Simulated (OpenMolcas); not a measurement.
# B2 (SMILES B#B): a chain of runs

Wanted: the energy (ROHF/pcseg-0), then the energy (CASSCF(6,8)/pcseg-0), then a single-point energy (CASPT2(6,8)/pcseg-0), then a single-point energy, then a single-point energy (SC-NEVPT2(6,8)/pcseg-0), then the energy, then the energy (MC-PDFT[tPBE](6,8)/pcseg-0) of B2. 

The calculation is run with OpenMolcas 26.06.

## (1) The molecule

B2: 2 atoms, total charge 0, spin state triplet. As SMILES, `B#B`. The B1–B2 distance was set to 3.513 Å, away from the relaxed value.

## (2) A single-point energy at ROHF/pcseg-0 (run 1)

The input, step1.inp:

```
>>> EXPORT MOLCAS_PRINT=2
&GATEWAY
BasLib
$CurrDir
Coord
2
angstrom
B        0.000000       0.000000      -2.107680
B        0.000000       0.000000       1.405120
Basis
pcseg-0
Group
NoSym
&SEWARD
&SCF
UHF
Spin
3
PrOrbitals
1 1
&RASSCF
FileOrb
$Project.UnaOrb
Spin
3
Nactel
2 0 0
Inactive
4
Ras2
2
OutOrbitals
Canonical
OrbListing
Nothing
```

The basis set pcseg-0 is read from a file made from the Basis Set Exchange's data (not shown).

Command:

```
$ export MOLCAS_MEM=1860
$ pymolcas step1.inp > step1.log
```

Output:

```text
--- Start Module: gateway ---
[...]
--- Stop Module: gateway /rc=_RC_ALL_IS_WELL_ ---
[...]
      Basis functions           18
[...]
--- Start Module: scf ---
[...]
       Convergence after  20 Iterations
[...]
::    Total SCF energy                                -48.8708671134
[...]
      Total spin, S                                     1.0147468994
[...]
--- Stop Module: scf /rc=_RC_ALL_IS_WELL_ ---
--- Start Module: rasscf ---
[...]
      Number of active orbitals                  2
[...]
      Spin quantum number                      1.0
[...]
      Active orbitals                            2
[...]
      Number of CSFs                             1
[...]
      Number of root(s) required                 1
[...]
      Convergence after 10 iterations
[...]
      printout of CI-coefficients larger than  0.05 for root  1
      energy=     -48.867526
      conf/sym  11     Coeff  Weight
             1  uu   1.00000 1.00000
      Natural orbitals and occupation numbers for root  1
      sym 1:   1.000000   1.000000
      ************************************************************************************************************************
      *                                                    Final results                                                     *
[...]
::    RASSCF root number  1 Total energy:    -48.86752639
[...]
      Total electronic charge=   10.000000
      Total            charge=   -0.000000
[...]
      Dipole Moment (debye):
      Origin of the operator (angstrom)=    0.0000    0.0000   -0.3513
                   X= -7.5247E-13               Y=  3.0044E-13               Z= -6.3216E-10           Total=  6.3216E-10
      Quadrupole Moment (debye*angstrom):
[...]
--- Stop Module: rasscf /rc=_RC_ALL_IS_WELL_ ---
[...]
```

It took 2 s on 1 thread of Intel Xeon 6975P-C (Granite Rapids), shared host; peak memory 0.37 GiB.

## (3) The energy at CASSCF(6,8)/pcseg-0 (run 2)

The input, step2.input:

```
&GATEWAY
BASLIB=$CurrDir
COORD
2
angstrom
B        0.000000       0.000000      -2.107680
B        0.000000       0.000000       1.405120
BASIS=pcseg-0
GROUP=NoSym
&SEWARD
&RASSCF
FILEORB=$CurrDir/step1.RasOrb
SPIN=3
NACTEL=6 0 0
INACTIVE=2
RAS2=8
ORBLISTING=Nothing
ORBAPPEAR=Compact
```

The basis set pcseg-0 is read from a file made from the Basis Set Exchange's data (not shown).

Command:

```
$ export MOLCAS_MEM=1860
$ pymolcas step2.input > step2.log
```

Output:

```text
--- Start Module: gateway ---
[...]
--- Stop Module: gateway /rc=_RC_ALL_IS_WELL_ ---
--- Start Module: seward ---
[...]
      Basis functions           18
--- Stop Module: seward /rc=_RC_ALL_IS_WELL_ ---
--- Start Module: rasscf ---
[...]
      Number of active orbitals                  8
[...]
      Spin quantum number                      1.0
[...]
      Active orbitals                            8
[...]
      Number of CSFs                          1512
[...]
      Number of root(s) required                 1
[...]
      Convergence after  8 iterations
[...]
      printout of CI-coefficients larger than  0.05 for root  1
      energy=     -49.001129
      conf/sym  11111111     Coeff  Weight
             1  22uu0000  -0.79062 0.62507
            38  ud2u000u   0.08829 0.00780
            67  udu2u000   0.09228 0.00852
            90  2200u00u  -0.51931 0.26969
           303  20uu2000   0.07059 0.00498
           306  20uu0200   0.07035 0.00495
[...]
      Natural orbitals and occupation numbers for root  1
      sym 1:   1.898906   1.887949   0.720023   0.717737   0.334481   0.055438   0.054067   0.331399
      ************************************************************************************************************************
      *                                                    Final results                                                     *
[...]
::    RASSCF root number  1 Total energy:    -49.00112882
[...]
      Total electronic charge=   10.000000
      Total            charge=   -0.000000
[...]
      Dipole Moment (debye):
      Origin of the operator (angstrom)=    0.0000    0.0000   -0.3513
                   X=  1.7505E-14               Y= -7.2718E-14               Z= -2.4215E-10           Total=  2.4215E-10
      Quadrupole Moment (debye*angstrom):
[...]
--- Stop Module: rasscf /rc=_RC_ALL_IS_WELL_ ---
[...]
```

It took 2.1 s on 1 thread of Intel Xeon 6975P-C (Granite Rapids), shared host; peak memory 0.37 GiB.

## (4) The energy at CASPT2(6,8)/pcseg-0 (run 3)

The input, step3.input:

```
* B2 CASPT2

&GATEWAY
  BASLIB = $CurrDir
  COORD
  2
  angstrom
  B        0.000000       0.000000      -2.107680
  B        0.000000       0.000000       1.405120
  BASIS = pcseg-0
  GROUP = NoSym

&SEWARD

&RASSCF
  FILEORB = $CurrDir/step2.RasOrb
  SPIN = 3
  NACTEL = 6 0 0
  INACTIVE = 2
  RAS2 = 8
  ORBLISTING = Nothing
  ORBAPPEAR = Compact

&CASPT2
  IPEA = 0.25
  IMAGINARY = 0.1
  FROZEN = 2
```

The basis set pcseg-0 is read from a file made from the Basis Set Exchange's data (not shown).

Command:

```
$ export MOLCAS_MEM=1860
$ pymolcas step3.input > step3.log
```

Output:

```text
--- Start Module: gateway ---
[...]
--- Stop Module: gateway /rc=_RC_ALL_IS_WELL_ ---
[...]
      Basis functions           18
[...]
--- Start Module: rasscf ---
[...]
      Number of active orbitals                  8
[...]
      Spin quantum number                      1.0
[...]
      Active orbitals                            8
[...]
      Number of CSFs                          1512
[...]
      Number of root(s) required                 1
[...]
      Convergence after  6 iterations
[...]
      printout of CI-coefficients larger than  0.05 for root  1
      energy=     -49.001129
      conf/sym  11111111     Coeff  Weight
             1  22uu0000   0.79064 0.62511
            38  ud2u000u  -0.08829 0.00780
            67  udu2u000  -0.09229 0.00852
            90  2200u00u   0.51928 0.26965
           303  20uu2000  -0.07059 0.00498
           306  20uu0200  -0.07035 0.00495
[...]
      Natural orbitals and occupation numbers for root  1
      sym 1:   1.898912   1.887954   0.720062   0.717778   0.334443   0.055430   0.054060   0.331360
      ************************************************************************************************************************
      *                                                    Final results                                                     *
[...]
::    RASSCF root number  1 Total energy:    -49.00112882
[...]
      Total electronic charge=   10.000000
      Total            charge=   -0.000000
[...]
      Dipole Moment (debye):
      Origin of the operator (angstrom)=    0.0000    0.0000   -0.3513
                   X=  3.9738E-14               Y= -5.3728E-14               Z= -5.4791E-11           Total=  5.4791E-11
      Quadrupole Moment (debye*angstrom):
[...]
--- Stop Module: rasscf /rc=_RC_ALL_IS_WELL_ ---
--- Start Module: caspt2 ---
[...]
 ###    WARNING: User changed nr of frozen orbitals.                         ###
 ###############################################################################
[...]
      E2 (Variational):          -0.0156126224
      Total energy:             -49.0167414447
[...]
      Reference weight:           0.99063
[...]
::    CASPT2 Root  1     Total energy:    -49.01674144
[...]
--- Stop Module: caspt2 /rc=_RC_ALL_IS_WELL_ ---
[...]
```

Run time: 2.2 s. Hardware: 1 thread of Intel Xeon 6975P-C (Granite Rapids), shared host; peak memory 0.37 GiB.

## (5) The energy at CASPT2[IPEA 0](6,8)/pcseg-0 (run 4)

The input, step4.input:

```
&gateway
 baslib
 $CurrDir
 coord
 2
 angstrom
 B        0.000000       0.000000      -2.107680
 B        0.000000       0.000000       1.405120
 basis
 pcseg-0
 group
 NoSym

&seward

&rasscf
 fileorb
 $CurrDir/step2.RasOrb
 spin
 3
 nactel
 6 0 0
 inactive
 2
 ras2
 8
 orblisting
 Nothing
 orbappear
 Compact

&caspt2
 ipea
 0
 imaginary
 0.1
 frozen
 2
```

The basis set pcseg-0 is read from a file made from the Basis Set Exchange's data (not shown).

Command:

```
$ export MOLCAS_MEM=1860
$ pymolcas step4.input > step4.log
```

Output:

```text
--- Start Module: gateway ---
[...]
--- Stop Module: gateway /rc=_RC_ALL_IS_WELL_ ---
[...]
      Basis functions           18
[...]
--- Start Module: rasscf ---
[...]
      Number of active orbitals                  8
[...]
      Spin quantum number                      1.0
[...]
      Active orbitals                            8
[...]
      Number of CSFs                          1512
[...]
      Number of root(s) required                 1
[...]
      Convergence after  6 iterations
[...]
      printout of CI-coefficients larger than  0.05 for root  1
      energy=     -49.001129
      conf/sym  11111111     Coeff  Weight
             1  22uu0000   0.79064 0.62511
            38  ud2u000u  -0.08829 0.00780
            67  udu2u000  -0.09229 0.00852
            90  2200u00u   0.51928 0.26965
           303  20uu2000  -0.07059 0.00498
           306  20uu0200  -0.07035 0.00495
[...]
      Natural orbitals and occupation numbers for root  1
      sym 1:   1.898912   1.887954   0.720062   0.717778   0.334443   0.055430   0.054060   0.331360
      ************************************************************************************************************************
      *                                                    Final results                                                     *
[...]
::    RASSCF root number  1 Total energy:    -49.00112882
[...]
      Total electronic charge=   10.000000
      Total            charge=   -0.000000
[...]
      Dipole Moment (debye):
      Origin of the operator (angstrom)=    0.0000    0.0000   -0.3513
                   X=  3.9738E-14               Y= -5.3728E-14               Z= -5.4791E-11           Total=  5.4791E-11
      Quadrupole Moment (debye*angstrom):
[...]
--- Stop Module: rasscf /rc=_RC_ALL_IS_WELL_ ---
--- Start Module: caspt2 ---
[...]
 ###    WARNING: User changed nr of frozen orbitals.                         ###
 ###############################################################################
[...]
      E2 (Variational):          -0.0174533003
      Total energy:             -49.0185821226
[...]
      Reference weight:           0.98818
[...]
::    CASPT2 Root  1     Total energy:    -49.01858212
[...]
--- Stop Module: caspt2 /rc=_RC_ALL_IS_WELL_ ---
[...]
```

It took 2.4 s on 1 thread of Intel Xeon 6975P-C (Granite Rapids), shared host; peak memory 0.37 GiB.

## (6) The energy at SC-NEVPT2(6,8)/pcseg-0 (run 5)

The input, step5.input:

```
* B2 NEVPT2
&GATEWAY
BASLIB=$CurrDir
COORD
2
angstrom
B        0.000000       0.000000      -2.107680
B        0.000000       0.000000       1.405120
BASIS=pcseg-0
GROUP=NoSym
&SEWARD
&RASSCF
FILEORB=$CurrDir/step2.RasOrb
SPIN=3
NACTEL=6 0 0
INACTIVE=2
RAS2=8
ORBLISTING=Nothing
ORBAPPEAR=Compact
&CASPT2
SC-NEVPT2
FROZEN=2
```

The basis set pcseg-0 is read from a file made from the Basis Set Exchange's data (not shown).

Command:

```
$ export MOLCAS_MEM=1860
$ pymolcas step5.input > step5.log
```

Output:

```text
--- Start Module: gateway ---
[...]
--- Stop Module: gateway /rc=_RC_ALL_IS_WELL_ ---
[...]
      Basis functions           18
[...]
--- Start Module: rasscf ---
[...]
      Number of active orbitals                  8
[...]
      Spin quantum number                      1.0
[...]
      Active orbitals                            8
[...]
      Number of CSFs                          1512
[...]
      Number of root(s) required                 1
[...]
      Convergence after  6 iterations
[...]
      printout of CI-coefficients larger than  0.05 for root  1
      energy=     -49.001129
      conf/sym  11111111     Coeff  Weight
             1  22uu0000   0.79064 0.62511
            38  ud2u000u  -0.08829 0.00780
            67  udu2u000  -0.09229 0.00852
            90  2200u00u   0.51928 0.26965
           303  20uu2000  -0.07059 0.00498
           306  20uu0200  -0.07035 0.00495
[...]
      Natural orbitals and occupation numbers for root  1
      sym 1:   1.898912   1.887954   0.720062   0.717778   0.334443   0.055430   0.054060   0.331360
      ************************************************************************************************************************
      *                                                    Final results                                                     *
[...]
::    RASSCF root number  1 Total energy:    -49.00112882
[...]
      Total electronic charge=   10.000000
      Total            charge=   -0.000000
[...]
      Dipole Moment (debye):
      Origin of the operator (angstrom)=    0.0000    0.0000   -0.3513
                   X=  3.9738E-14               Y= -5.3728E-14               Z= -5.4791E-11           Total=  5.4791E-11
      Quadrupole Moment (debye*angstrom):
[...]
--- Stop Module: rasscf /rc=_RC_ALL_IS_WELL_ ---
--- Start Module: caspt2 ---
[...]
 ###    WARNING: User changed nr of frozen orbitals.                         ###
 ###############################################################################
[...]
      E2 (Variational):          -0.0132141067
[...]
      E2 (Variational):          -0.0130775047
      Total energy:             -49.0142063270
[...]
      Reference weight:           0.99325
[...]
::    SC-NEVPT2 Root  1     Total energy:    -49.01420633
[...]
--- Stop Module: caspt2 /rc=_RC_ALL_IS_WELL_ ---
[...]
```

It took 2.4 s on 1 thread of Intel Xeon 6975P-C (Granite Rapids), shared host; peak memory 0.36 GiB.

## (7) The energy at PC-NEVPT2(6,8)/pcseg-0 (run 6)

The input, step6.input:

```
&GATEWAY
  BasLib = $CurrDir
  Coord
  2
  angstrom
  B        0.000000       0.000000      -2.107680
  B        0.000000       0.000000       1.405120
  Basis = pcseg-0
  Group = NoSym

&SEWARD

&RASSCF
  FileOrb = $CurrDir/step2.RasOrb
  Spin = 3
  Nactel = 6 0 0
  Inactive = 2
  Ras2 = 8
  OrbListing = Nothing
  OrbAppear = Compact

&CASPT2
  PC-NEVPT2
  Frozen = 2
```

The basis set pcseg-0 is read from a file made from the Basis Set Exchange's data (not shown).

Command:

```
$ export MOLCAS_MEM=1860
$ pymolcas step6.input > step6.log
```

Output:

```text
--- Start Module: gateway ---
[...]
--- Stop Module: gateway /rc=_RC_ALL_IS_WELL_ ---
[...]
      Basis functions           18
[...]
--- Start Module: rasscf ---
[...]
      Number of active orbitals                  8
[...]
      Spin quantum number                      1.0
[...]
      Active orbitals                            8
[...]
      Number of CSFs                          1512
[...]
      Number of root(s) required                 1
[...]
      Convergence after  6 iterations
[...]
      printout of CI-coefficients larger than  0.05 for root  1
      energy=     -49.001129
      conf/sym  11111111     Coeff  Weight
             1  22uu0000   0.79064 0.62511
            38  ud2u000u  -0.08829 0.00780
            67  udu2u000  -0.09229 0.00852
            90  2200u00u   0.51928 0.26965
           303  20uu2000  -0.07059 0.00498
           306  20uu0200  -0.07035 0.00495
[...]
      Natural orbitals and occupation numbers for root  1
      sym 1:   1.898912   1.887954   0.720062   0.717778   0.334443   0.055430   0.054060   0.331360
      ************************************************************************************************************************
      *                                                    Final results                                                     *
[...]
::    RASSCF root number  1 Total energy:    -49.00112882
[...]
      Total electronic charge=   10.000000
      Total            charge=   -0.000000
[...]
      Dipole Moment (debye):
      Origin of the operator (angstrom)=    0.0000    0.0000   -0.3513
                   X=  3.9738E-14               Y= -5.3728E-14               Z= -5.4791E-11           Total=  5.4791E-11
      Quadrupole Moment (debye*angstrom):
[...]
--- Stop Module: rasscf /rc=_RC_ALL_IS_WELL_ ---
--- Start Module: caspt2 ---
[...]
 ###    WARNING: User changed nr of frozen orbitals.                         ###
 ###############################################################################
[...]
      E2 (Variational):          -0.0132141067
[...]
      E2 (Variational):          -0.0130775047
      Total energy:             -49.0142063270
[...]
      Reference weight:           0.99325
[...]
::    PC-NEVPT2 Root  1     Total energy:    -49.01434293
[...]
--- Stop Module: caspt2 /rc=_RC_ALL_IS_WELL_ ---
[...]
```

Run time: 2.3 s. Hardware: 1 thread of Intel Xeon 6975P-C (Granite Rapids), shared host; peak memory 0.37 GiB.

## (8) The energy at MC-PDFT[tPBE](6,8)/pcseg-0 (run 7)

The input, step7.inp:

```
* B2 MC-PDFT

&GATEWAY
  BasLib
  $CurrDir
  Coord
  2
  angstrom
  B        0.000000       0.000000      -2.107680
  B        0.000000       0.000000       1.405120
  Basis
  pcseg-0
  Group
  NoSym

&SEWARD

&RASSCF
  FileOrb
  $CurrDir/step2.RasOrb
  Spin
  3
  Nactel
  6 0 0
  Inactive
  2
  Ras2
  8
  OrbListing
  Nothing
  OrbAppear
  Compact

&MCPDFT
  KSDFT
  T:PBE
```

The basis set pcseg-0 is read from a file made from the Basis Set Exchange's data (not shown).

Command:

```
$ export MOLCAS_MEM=1860
$ pymolcas step7.inp > step7.log
```

Output:

```text
--- Start Module: gateway ---
[...]
--- Stop Module: gateway /rc=_RC_ALL_IS_WELL_ ---
[...]
      Basis functions           18
[...]
--- Start Module: rasscf ---
[...]
      Number of active orbitals                  8
[...]
      Spin quantum number                      1.0
[...]
      Active orbitals                            8
[...]
      Number of CSFs                          1512
[...]
      Number of root(s) required                 1
[...]
      Convergence after  6 iterations
[...]
      printout of CI-coefficients larger than  0.05 for root  1
      energy=     -49.001129
      conf/sym  11111111     Coeff  Weight
             1  22uu0000   0.79064 0.62511
            38  ud2u000u  -0.08829 0.00780
            67  udu2u000  -0.09229 0.00852
            90  2200u00u   0.51928 0.26965
           303  20uu2000  -0.07059 0.00498
           306  20uu0200  -0.07035 0.00495
[...]
      Natural orbitals and occupation numbers for root  1
      sym 1:   1.898912   1.887954   0.720062   0.717778   0.334443   0.055430   0.054060   0.331360
      ************************************************************************************************************************
      *                                                    Final results                                                     *
[...]
::    RASSCF root number  1 Total energy:    -49.00112882
[...]
      Total electronic charge=   10.000000
      Total            charge=   -0.000000
[...]
      Dipole Moment (debye):
      Origin of the operator (angstrom)=    0.0000    0.0000   -0.3513
                   X=  3.9738E-14               Y= -5.3728E-14               Z= -5.4791E-11           Total=  5.4791E-11
      Quadrupole Moment (debye*angstrom):
[...]
--- Stop Module: rasscf /rc=_RC_ALL_IS_WELL_ ---
--- Start Module: mcpdft ---
[...]
 ###    WARNING: Deprecation warning: KSDF should be replaced                ###
 ###    with FUNC keyword                                                    ###
 ###############################################################################
[...]
::    MCPDFT root number  1 Total energy:    -49.11050785
--- Stop Module: mcpdft /rc=_RC_ALL_IS_WELL_ ---
[...]
```

Wall time 1.9 s (1 thread of Intel Xeon 6975P-C (Granite Rapids), shared host); peak memory 0.37 GiB.

## (9) Outcome

| quantity | value |
| --- | --- |
| run 1, ROHF/pcseg-0: total energy | -48.86753 Eh |
| run 1, ROHF/pcseg-0: dipole moment | 0.00 D |
| run 2, CASSCF(6,8)/pcseg-0: total energy | -49.00113 Eh |
| run 2, CASSCF(6,8)/pcseg-0: dipole moment (CASSCF density) | 0.00 D |
| run 3, CASPT2(6,8)/pcseg-0: total energy | -49.01674 Eh |
| run 3, CASPT2(6,8)/pcseg-0: dipole moment (CASSCF density) | 0.00 D |
| run 4, CASPT2[IPEA 0](6,8)/pcseg-0: total energy | -49.01858 Eh |
| run 4, CASPT2[IPEA 0](6,8)/pcseg-0: dipole moment (CASSCF density) | 0.00 D |
| run 5, SC-NEVPT2(6,8)/pcseg-0: total energy | -49.01421 Eh |
| run 5, SC-NEVPT2(6,8)/pcseg-0: dipole moment (CASSCF density) | 0.00 D |
| run 6, PC-NEVPT2(6,8)/pcseg-0: total energy | -49.01434 Eh |
| run 6, PC-NEVPT2(6,8)/pcseg-0: dipole moment (CASSCF density) | 0.00 D |
| run 7, MC-PDFT[tPBE](6,8)/pcseg-0: total energy | -49.11051 Eh |
| run 7, MC-PDFT[tPBE](6,8)/pcseg-0: dipole moment (CASSCF density) | 0.00 D |
